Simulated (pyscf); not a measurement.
`[OH][GeH2]` [doublet] + `[FH]` → `[F][GeH2]` [doublet] + `[OH2]` (four-centre exchange; doublet surface; Ge–O, F–H broken, F–Ge, H–O formed). PySCF, gas phase, ωB97X-D3(BJ)/def2-SVP geometries. MP2 and CC: frozen core, UHF for open shells. ΔMP2 is the change of the MP2 total energy from the triple- to the quadruple-zeta basis. Energies in kJ/mol from the separated reactants.

| level | barrier | reaction energy |
|---|---|---|
| PBE/def2-TZVP | 8.0 | -29.6 |
| r²SCAN/def2-TZVP | 14.3 | -30.5 |
| PBE0-D3(BJ)/def2-TZVP | (withheld) | -28.1 |
| HF/def2-TZVP | 88.6 | -38.2 |
| CCSD/def2-TZVPP | 50.1 | -26.6 |
| CCSD(T)/def2-TZVPP | 41.5 | -25.1 |
| CCSD(T)/def2-TZVPP + ΔMP2(QZVPP) | (withheld) | (withheld) |

Task: What belongs in the gaps?

Result: 
- PBE0-D3(BJ)/def2-TZVP, barrier: 20.8
- CCSD(T)/def2-TZVPP + ΔMP2(QZVPP), barrier: 43.1
- CCSD(T)/def2-TZVPP + ΔMP2(QZVPP), reaction energy: -25.7

On the reactant side the descent ends in a bound adduct, 38.0 kJ/mol under the separated species and 65.8 kJ/mol under the saddle at ωB97X-D3(BJ)/def2-TZVP. On the product side the descent ends in a complex, 21.3 kJ/mol under the separated species and 78.6 kJ/mol under the saddle at ωB97X-D3(BJ)/def2-TZVP. At ωB97X-D3(BJ) the barrier from the zero used here is 27.8 kJ/mol. This is the saddle that the search found; another between the same sides may lie lower. The CCSD(T) − MP2 part came from Ansatz, without density fitting, on the same reference. The frozen core leaves the outer d or s,p core shells of the metals and heavy elements correlated in the MP2 and CC values, and def2-TZVPP describes them poorly, which can shift differences by a few kcal/mol. Elements up to Kr have no core potential and no relativistic terms here.
